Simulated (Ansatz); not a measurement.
Which YAML input does this script hand to the engine? (Ansatz's Python interface)

Script `cas.py`:
```python
"""Active-space calculation on CH2F2."""

import logging
import sys

import ansatz as az
from rdkit import Chem
from rdkit.Chem import AllChem

logging.basicConfig(stream=sys.stdout, format="%(levelname)s:%(name)s:%(message)s")
log = logging.getLogger("ch2f2")
log.setLevel(logging.INFO)

# start geometry from RDKit
rd = Chem.AddHs(Chem.MolFromSmiles("FCF"))
AllChem.EmbedMolecule(rd, randomSeed=532)
AllChem.UFFOptimizeMolecule(rd)
system = az.Crystal.molecule()
for atom, xyz in zip(rd.GetAtoms(), rd.GetConformer().GetPositions()):
    system = system.atom(atom.GetSymbol(), xyz.round(5).tolist())

base = (
    system.calculation()
    .basis(gaussian="6-31G*")
    .correlation(active_electrons=4, active_orbitals=4)  # correlation on top of the mean field
)
for method in ["sc_nevpt2"]:
    report = (base if method is None else base.correlation(method)).run(threads=1, pin="off").report
    space = report["configurations"]
    state = space["states"][0]
    print(method or "casscf", f"total {report['free_energy_ev'] / 27.211386246:.6f} Ha, active-space state {state['energy']['hartree']:.6f} Ha, mean field {report['reference_energy_ev'] / 27.211386246:.6f} Ha")
    print("  determinants", state["n_determinants"], " natural occupations", [round(n, 3) for n in space["natural_occupations"]])
```

```console
$ python cas.py
RunWarning: the results are in doubt because another end's mean lies 0.309 eV lower, and its corrected mean 0.082 eV higher
sc_nevpt2 total -238.361358 Ha, active-space state -237.929748 Ha, mean field -237.890854 Ha
  determinants 36  natural occupations [1.982, 1.977, 0.021, 0.02]
```
(Warnings from the package without file and line.)

`input.yaml`:
```yaml
crystal:
  periodic: [false, false, false]
  atoms:
    - { symbol: F, position_ang: [1.19226, 0.62502, 0.01266] }
    - { symbol: C, position_ang: [-0.00602, -0.06246, 0.00347] }
    - { symbol: F, position_ang: [-1.05138, 0.83551, -0.09383] }
    - { symbol: H, position_ang: [-0.10525, -0.64518, 0.94228] }
    - { symbol: H, position_ang: [-0.0296, -0.75289, -0.86458] }
basis:
  gaussian:
    orbitals: "6-31G*"
correlation:
  method: sc_nevpt2
  active_space:
    window:
      electrons: 4
      orbitals: 4
```

What to keep in mind:
- Total energies depend on the basis set; only differences at equal settings carry meaning.
- The geometry is a force-field or estimated start, not a minimum of this method, and the basis set is short of its limit. The active space starts as a window about the frontier orbitals and is then optimised, not chosen by chemistry.
- A lower CASSCF solution was found and passed over, so the printed active-space state isn't the lowest.
- Finished in 1.2 s on 1 thread of Arm Neoverse V2, on a shared host, peak memory 0.21 GiB.

(Lines on the test bed's own set-up are left out of the output.)
